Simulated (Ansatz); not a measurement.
# CH₄BS radical (SMILES C[B]S): one structure at several levels

Aim: energy, forces and dipole at a structure displaced at random from a GFN2-xTB minimum, from CCSD(T) and from density functionals.

Computed with Ansatz 0.2.0, Gaussian basis. Level: single points in def2-TZVPP.

Correlated methods freeze the cores. Orbitals are unrestricted.

## Step 1: The system as given

SMILES `C[B]S`, 7 atoms, charge 0, spin multiplicity 2.

Atoms are counted from 1 here; the program's logs count them from 0.

Bond lengths: C1–B2 1.569 Å, C1–H4 1.156 Å, C1–H5 1.112 Å, C1–H6 1.048 Å, B2–S3 1.782 Å, S3–H7 1.307 Å. Angles: B2–C1–H4 107.5°, B2–C1–H5 109.8°, B2–C1–H6 115.9°, H4–C1–H5 104.9°, H4–C1–H6 108.3°, H5–C1–H6 109.8°, C1–B2–S3 127.0°, B2–S3–H7 104.7°.

Coordinates:

```
C    -0.9298    0.4521   -0.0899
B     0.3265   -0.2124    0.5742
S     1.7544   -0.8768   -0.2606
H    -1.3735   -0.3117   -0.8359
H    -0.6136    1.3133   -0.7175
H    -1.6904    0.7510    0.5655
H     2.5484   -1.2674    0.7013
```

## Step 2: CCSD(T)/def2-TZVPP

File run/in.yaml:

```yaml
crystal:
  periodic: [false, false, false]
  atoms:
    - {symbol: C, position_ang: [-0.929800, 0.452100, -0.089900]}
    - {symbol: B, position_ang: [0.326500, -0.212400, 0.574200]}
    - {symbol: S, position_ang: [1.754400, -0.876800, -0.260600]}
    - {symbol: H, position_ang: [-1.373500, -0.311700, -0.835900]}
    - {symbol: H, position_ang: [-0.613600, 1.313300, -0.717500]}
    - {symbol: H, position_ang: [-1.690400, 0.751000, 0.565500]}
    - {symbol: H, position_ang: [2.548400, -1.267400, 0.701300]}
basis:
  gaussian: {orbitals: def2-TZVPP}
magnetization: {spin_polarized: true, initial_magnetization: 1}
correlation: {method: ccsd_t}
scf: {omitted_lower_state_checks: [cluster_reference]}
output: {forces: true}
```

No record of the launch command was kept for these runs.

## Step 3: PBE0-D4/def2-TZVPP

Edit run/in.yaml of step 2 so:

```diff
@@ -13,4 +13,3 @@
 magnetization: {spin_polarized: true, initial_magnetization: 1}
-correlation: {method: ccsd_t}
-scf: {omitted_lower_state_checks: [cluster_reference]}
-output: {forces: true}
+hamiltonian: {xc: pbe0, dispersion: d4}
+output: {forces: true, orbitals: {seedname: orbitals}}
```

## Step 4: wB97M-V/def2-TZVPP

Edit run/in.yaml of step 3 so:

```diff
@@ -13,3 +13,3 @@
 magnetization: {spin_polarized: true, initial_magnetization: 1}
-hamiltonian: {xc: pbe0, dispersion: d4}
-output: {forces: true, orbitals: {seedname: orbitals}}
+hamiltonian: {xc: {name: wB97M-V}}
+output: {forces: true}
```

## Step 5: r2SCAN-D4/def2-TZVPP

Edit run/in.yaml of step 4 so:

```diff
@@ -13,3 +13,3 @@
 magnetization: {spin_polarized: true, initial_magnetization: 1}
-hamiltonian: {xc: {name: wB97M-V}}
+hamiltonian: {xc: r2scan, dispersion: d4}
 output: {forces: true}
```

## Step 6: PBE-D4/def2-TZVPP

Edit run/in.yaml of step 5 so:

```diff
@@ -13,3 +13,3 @@
 magnetization: {spin_polarized: true, initial_magnetization: 1}
-hamiltonian: {xc: r2scan, dispersion: d4}
+hamiltonian: {xc: pbe, dispersion: d4}
 output: {forces: true}
```

## Step 7: SPW92/def2-TZVPP

Edit run/in.yaml of step 6 so:

```diff
@@ -13,3 +13,3 @@
 magnetization: {spin_polarized: true, initial_magnetization: 1}
-hamiltonian: {xc: pbe, dispersion: d4}
+hamiltonian: {xc: lda}
 output: {forces: true}
```

## Step 8: LC-wPBE/def2-TZVPP

Edit run/in.yaml of step 7 so:

```diff
@@ -13,3 +13,3 @@
 magnetization: {spin_polarized: true, initial_magnetization: 1}
-hamiltonian: {xc: lda}
+hamiltonian: {xc: {name: LC-wPBE}}
 output: {forces: true}
```

(Steps that only read results are left out.)

What does the calculation give? Wanted: energy less free atoms, CCSD(T)/def2-TZVPP; RMS force component; RMS force error; HOMO and LUMO, PBE0-D4; T1 diagnostic.

**Answer**, as computed:

```
                                  quantity                                                                                         value
energy less free atoms, CCSD(T)/def2-TZVPP                                                                                    -24.073 eV
                       RMS force component                                                          0.891 to 1.000 eV/Å over the methods
                           RMS force error  PBE0-D4 0.125, wB97M-V 0.109, r2SCAN-D4 0.124, PBE-D4 0.201, SPW92 0.345, LC-wPBE 0.136 eV/Å
                    HOMO and LUMO, PBE0-D4                                                                            -5.51 and -1.32 eV
                             T1 diagnostic                                                                                         0.015
```

Against CCSD(T) the functionals' energies less atoms differ by -4.213 to -0.695 eV, PBE-D4 by -1.344 eV. CCSD(T) in triple zeta still lacks some correlation energy of the bonds, so part of these gaps is its own basis error and they don't rank the functionals. On forces the order runs from wB97M-V to SPW92. Frozen-core CCSD(T) forces in triple zeta carry basis errors of their own, and this is one geometry, so small gaps rank nothing.
